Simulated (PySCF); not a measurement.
# Bond length, frequency and bond energy of BO by level of theory

State: ²Σ⁺ (doublet), unpaired electrons σ ↑. Set-up: basis B aug-pcseg-1, O aug-pcseg-1; no relativity; PySCF 2.14. De refers to B + O in their high-spin ground configurations, without counterpoise correction. The functionals are run spin-unrestricted. A positive dipole means B(−)O(+).

```json
{"Level": "UHF", "Re (Å)": "1.185", "ωe (cm⁻¹)": "2080", "De (eV)": "5.85", "μ (D)": "-2.86"}
{"Level": "UHF-MP2", "Re (Å)": "1.218", "ωe (cm⁻¹)": "1887", "De (eV)": "8.74", "μ (D)": "n/a"}
{"Level": "UHF-SCS-MP2", "Re (Å)": "1.214", "ωe (cm⁻¹)": "1920", "De (eV)": "8.35", "μ (D)": "n/a"}
{"Level": "UHF-CCSD", "Re (Å)": "1.212", "ωe (cm⁻¹)": "1915", "De (eV)": "7.81", "μ (D)": "n/a"}
{"Level": "UHF-CCSD(T)", "Re (Å)": "1.218", "ωe (cm⁻¹)": "1867", "De (eV)": "8.01", "μ (D)": "n/a"}
{"Level": "PBE", "Re (Å)": "1.219", "ωe (cm⁻¹)": "1841", "De (eV)": "8.93", "μ (D)": "-2.22"}
{"Level": "revPBE", "Re (Å)": "1.223", "ωe (cm⁻¹)": "1826", "De (eV)": "8.57", "μ (D)": "-2.23"}
{"Level": "r²SCAN", "Re (Å)": "1.210", "ωe (cm⁻¹)": "1899", "De (eV)": "8.71", "μ (D)": "-2.39"}
{"Level": "B3LYP", "Re (Å)": "1.207", "ωe (cm⁻¹)": "1909", "De (eV)": "8.35", "μ (D)": "-2.44"}
{"Level": "PBE0", "Re (Å)": "1.205", "ωe (cm⁻¹)": "1933", "De (eV)": "8.43", "μ (D)": "-2.43"}
{"Level": "LC-ωPBE", "Re (Å)": "1.202", "ωe (cm⁻¹)": "1960", "De (eV)": "8.51", "μ (D)": "-2.47"}
{"Level": "B2PLYP", "Re (Å)": "1.213", "ωe (cm⁻¹)": "1866", "De (eV)": "8.42", "μ (D)": "-2.73"}
```

(1) Which functional lies closest to UHF-CCSD(T) in De, which farthest, and by how much do they differ from it?

(2) What does a quarter of exact exchange do here, going from PBE to PBE0?

(3) What does the step from GGA to meta-GGA do here, going from PBE to r²SCAN?

Correlated steps freeze 2 core orbitals. Correlated levels converge slowly with the basis: in double zeta they bind strong bonds too weakly, by up to about 1 eV, and carry superposition errors of some tenths. B2PLYP dipoles, levels and charges come from its SCF part alone. The state is the lowest determinant that a PBE0 search found; another state may lie lower at other levels.

Answers

(1) Closest is B3LYP (-1.1 pm in Re, +2.2 % in ωe, +0.34 eV in De against UHF-CCSD(T) in the same basis), farthest PBE (+0.1 pm in Re, -1.4 % in ωe, +0.92 eV in De). CCSD(T) converges more slowly with the basis than the functionals do and binds too weakly in this one, so the order can change at the basis-set limit.

(2) PBE0 less PBE: -1.4 pm in Re, +5.0 % in ωe, -0.50 eV in De. Exact exchange removes part of the self-interaction that spreads semilocal densities, and in most molecules shortens and stiffens the bond and lowers De; so it does here.

(3) r²SCAN less PBE: -0.9 pm in Re, +3.2 % in ωe, -0.22 eV in De.
